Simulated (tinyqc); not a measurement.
Worked calculation: G0W0 on RHF in the sto-6g basis, for LiH, spin multiplicity 1. One step of it, computed by the program tinyqc.

Question. Orthogonalisation. S = U s U^T; symmetric (Loewdin) form X = U s^(-1/2) U^T, so that X^T S X = 1.

overlap S, order 1Li 1s, 1Li 2s, 1Li 2px, 1Li 2py, 1Li 2pz, 2H 1s:
$$\begin{pmatrix}
1.000000 & 0.235742 & 0.000000 & 0.000000 & 0.000000 & 0.053249 \\
0.235742 & 1.000000 & 0.000000 & 0.000000 & 0.000000 & 0.368617 \\
0.000000 & 0.000000 & 1.000000 & 0.000000 & 0.000000 & 0.000000 \\
0.000000 & 0.000000 & 0.000000 & 1.000000 & 0.000000 & 0.000000 \\
0.000000 & 0.000000 & 0.000000 & 0.000000 & 1.000000 & 0.487175 \\
0.053249 & 0.368617 & 0.000000 & 0.000000 & 0.487175 & 1.000000
\end{pmatrix}$$

Give: eigenvalues of S; X.

Answer.

eigenvalues of S: [0.382, 0.805, 1.000, 1.000, 1.170, 1.644]

X, order 1Li 1s, 1Li 2s, 1Li 2px, 1Li 2py, 1Li 2pz, 2H 1s:
$$\begin{pmatrix}
1.022 & -0.127 & 0.000 & 0.000 & -0.006 & 0.011 \\
-0.127 & 1.095 & 0.000 & 0.000 & 0.095 & -0.249 \\
0.000 & 0.000 & 1.000 & 0.000 & 0.000 & 0.000 \\
0.000 & 0.000 & 0.000 & 1.000 & 0.000 & 0.000 \\
-0.006 & 0.095 & 0.000 & 0.000 & 1.124 & -0.325 \\
0.011 & -0.249 & 0.000 & 0.000 & -0.325 & 1.196
\end{pmatrix}$$
